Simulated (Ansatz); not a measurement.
## Several solutions for singlet N2H2 in separate pieces

```xyz
4

H     0.0000    0.0000    0.0000
N     0.0000    0.0000    1.0400
N     0.0000    0.0000    7.0000
H     0.0000    0.0000    8.0400
```

Basis set: def2-SVP (spherical functions). Charge 0, multiplicity 1.

UHF was run from several starts with Ansatz (development build ahead of 0.2.0).

| run | program | start | converged | energy (hartree) | <S²> |
| --- | --- | --- | --- | --- | --- |
| A | Ansatz | search for the lowest state | yes | -109.82845 | 2.03 |
| B | Ansatz | atomic start, no search | yes | -109.60934 | 0.00 |
| C | Ansatz | stability test followed | yes | -109.76030 | 2.01 |

Which runs reached the lowest solution of this kind, and what is wrong with the others?

A reached the lowest solution found. Converged but too high: B by 5.96 eV, C by 1.85 eV. Convergence only shows a stationary point, and even a stable one can lie too high; stability tests and further starts are what find lower ones. Caution: the unrestricted determinant is a mixture of spin states.
